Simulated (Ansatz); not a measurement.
Barrier height from FH + H to the transition structure FH2, without zero-point energy, on the benchmark's geometries as Psi4's copy of the set gives them.
Transition structure (charge 0, multiplicity 2, Z-matrix in Å and degrees):
```
F
H 1 1.4662
H 2 0.7746 1 152.03
```

Quantity: the barrier height.

Open shells are unrestricted; no spin–orbit coupling.

Correlated levels freeze the cores. CBS: X⁻³ extrapolation of the correlation energy, Hartree–Fock from the larger set.

Programs: Ansatz (Gaussian orbitals). Each number belongs to the level named beside it.

Costs are ratios of core time to PBE/def2-TZVPPD (roughly 1.6 s), for whole runs (searches for the state included, and forces where a run took them) on one shared machine, so rough; each difference counts from 33.77 kcal/mol (CCSD(T)/CBS(aug-cc-pVTZ, aug-cc-pVQZ), a level with limits of its own).

| level | basis functions | cost | difference (kcal/mol) |
|---|---|---|---|
| SVWN5/def2-TZVPPD | 74 | ×0.6 | -8.55 |
| CCSD(T)/cc-pVDZ | 24 | ×0.6 | -5.16 |
| B3LYP/def2-TZVPPD | 74 | ×0.6 | -10.45 |
| B2PLYP/def2-TZVPPD | 74 | ×0.9 | -4.11 |
| PBE/def2-TZVPPD | 74 | ×1 | -9.09 |
| CCSD(T)/aug-cc-pVDZ | 41 | ×1 | -1.69 |
| BLYP/def2-TZVPPD | 74 | ×1 | -13.51 |
| wB97M-V/def2-TZVPPD | 74 | ×2 | -4.73 |
| wB97X-V/def2-TZVPPD | 74 | ×3 | -5.43 |
| CCSDT(Q)/cc-pVDZ | 24 | ×4 | -5.08 |
| CCSD(T)/aug-cc-pVTZ | 92 | ×6 | -1.33 |
| CCSD(T)/aug-cc-pVQZ | 172 | ×20 | -0.54 |

The cheapest listed level whose difference stays within 1.00 kcal/mol: CCSD(T)/aug-cc-pVQZ (-0.54 kcal/mol, cost ×20).

What the step from CCSD(T)/aug-cc-pVTZ to CCSD(T)/aug-cc-pVQZ costs and buys: 92 to 172 functions, cost ×4 (rough); the difference goes from -1.33 to -0.54 kcal/mol.

Ansatz is an electronic-structure program.
